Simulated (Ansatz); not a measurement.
Basis-set extrapolation for C$_{4}$H$_{5}$ClO, SMILES `ClC1=CCOC1` (PBE0-D4/def2-TZVP geometry, frozen core, Ansatz 0.2.0). Multiplicity 1, RHF reference.

```tsv
	def2-TZVPP	def2-QZVPP
HF	-688.807405	-688.830342
MP2 correlation	-1.065004	-1.144555
CCSD(T) correlation	-1.155525	not run
```

Energies in hartree. Use E(X) = E(∞) + A·exp(−7.88·√X) for Hartree–Fock and E(X) = E(∞) + B·X^(−2.97) for correlation, with X = 3 and 4, and add CCSD(T) minus MP2 of the smaller set to the MP2 limit.

Problem. What is the CCSD(T) energy at the basis-set limit?

Solution. HF limit: -688.830342 + (-0.022937) × 0.13774 = -688.83350. MP2 limit: -1.144555 + (-0.079551) × 0.74074 = -1.20348. Higher-order term: -1.155525 − (-1.065004) = -0.09052. Total: -690.12750 hartree, 103.3 kcal/mol below CCSD(T)/def2-TZVPP.
